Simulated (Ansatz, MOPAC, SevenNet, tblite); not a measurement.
# Elastic constant C11 of trigonal Te: levels of theory against measurement

Reference value: 33 GPa (measured, temperature not stated, not corrected to a static lattice; as tabulated in Yi et al. (2018), arXiv:1712.00894).

Q: Put these levels in order of the elastic constant C11 that they give for trigonal Te, smallest first: GFN1-xTB (tblite), PBE (Ansatz, a program for electronic structure), PM7 semi-empirical Hartree-Fock (MOPAC) (MOPAC), SevenNet-l3i5 (SevenNet).

A: PM7 semi-empirical Hartree-Fock (MOPAC) (21.4 GPa), PBE (28.1 GPa), SevenNet-l3i5 (29.3 GPa), GFN1-xTB (106 GPa)

Unless a cell is named, each level is at its own relaxed cell (GFN1-xTB 27.37, PM7 semi-empirical Hartree-Fock (MOPAC) 30.80, SevenNet-l3i5 35.41, PBE 35.12 Å³/atom).

Differences against the reference: GFN1-xTB +221 %, PM7 semi-empirical Hartree-Fock (MOPAC) -35 %, SevenNet-l3i5 -11.2 %, PBE -14.8 %.

The reference has no zero-point or thermal correction, while the calculations are for a static lattice, so the differences are not the levels' errors alone. A static lattice is as a rule stiffer than a warm one, by over a tenth in soft solids.  PM7 semi-empirical Hartree-Fock (MOPAC), GFN1-xTB: the method was fitted mainly to molecules. PM7 semi-empirical Hartree-Fock (MOPAC), GFN1-xTB: the run uses a supercell at the zone centre in place of a k mesh. PBE: the cell comes from a level without a dispersion term, which matters for the spacing of layers, chains or molecules. Each level is taken at its own relaxed cell. Ansatz's density-functional and Hartree–Fock values are scalar-relativistic unless marked +SOC, with PAW data made under PBE.

Machine-learned potentials (SevenNet-l3i5) are trained on DFT data, which may include these solids.

Differences are worked out from the printed values.
